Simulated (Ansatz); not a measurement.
Born–Oppenheimer molecular dynamics of BFH3N (6 atoms, charge 0, multiplicity 1). It starts from a relaxed structure.

The calculation used Ansatz 0.2.0, RKS LDA/def2-mTZVP.

- ensemble: NVT, Nosé–Hoover chain
- time step: 0.5 fs
- steps asked: 166
- set temperature: 400 K
- thermostat: time constant 20 fs, chain length 3
- seed: 340768

First frame:

```xyz
6
Properties=species:S:1:pos:R:3
B 0.066 0.017 -0.046
F -0.029 -0.648 1.111
N 1.272 0.011 -0.729
H 2.100 -0.480 -0.389
H 1.406 0.497 -1.613
H -0.899 0.604 -0.466
```

Q: How far do the bonds stretch over the last three quarters of this one trajectory? (Pairs bonded in most of those frames.)

A: 
```json
{"bond": "B1–F2", "mean (Å)": "1.338", "spread (Å)": "0.019", "shortest": "1.30", "longest": "1.37"}
{"bond": "B1–N3", "mean (Å)": "1.391", "spread (Å)": "0.024", "shortest": "1.35", "longest": "1.44"}
{"bond": "B1–H6", "mean (Å)": "1.207", "spread (Å)": "0.027", "shortest": "1.16", "longest": "1.25"}
{"bond": "N3–H4", "mean (Å)": "1.029", "spread (Å)": "0.030", "shortest": "0.98", "longest": "1.08"}
{"bond": "N3–H5", "mean (Å)": "1.029", "spread (Å)": "0.048", "shortest": "0.95", "longest": "1.11"}
```

Mean temperature of the second half: 411 K. The conserved energy stayed within 0.82 meV per atom of its start (net change 0.52 meV per atom), so the integration is sound. A run of 0.083 ps of so small a system gives no equilibrium averages.

Time of the run: 110 s on 2 threads of Arm Neoverse N1 (shared host), peak memory 0.11 GiB.
